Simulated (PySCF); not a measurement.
C2H, SMILES [C]#C, multiplicity 2. Atoms are numbered in the order given.

```xyz
3

C      0.0000     0.0000     0.7281
C      0.0000     0.0000    -0.4720
H      0.0000     0.0000    -1.5363
```
Charge 0, spin multiplicity 2.

Geometry: B3LYP-D3(BJ)/def2-TZVPD. The isomer is the one that the SMILES or the coordinates give; other isomers of the formula were not compared.

Level of theory: SMD-PBE0/6-31G* (PySCF).

Solvation free energies are E(SMD) − E(gas) at the gas-phase geometry, for 1 M in both phases. In vacuum the dipole moment is 0.75 D.

Q: Estimate the solvation free energies in water, ethylethanoate, ethanol. (Estimate from the structure and the level; the computed values follow.)

A: 
| solvent | ΔG(solv) (kcal/mol) | its non-electrostatic (CDS) part | dipole (D) |
|---|---|---|---|
| water | 1.9 | 4.9 | 1.03 |
| ethylethanoate | 0.2 | 2.5 | 0.97 |
| ethanol | 0.7 | 3.6 | 1.02 |
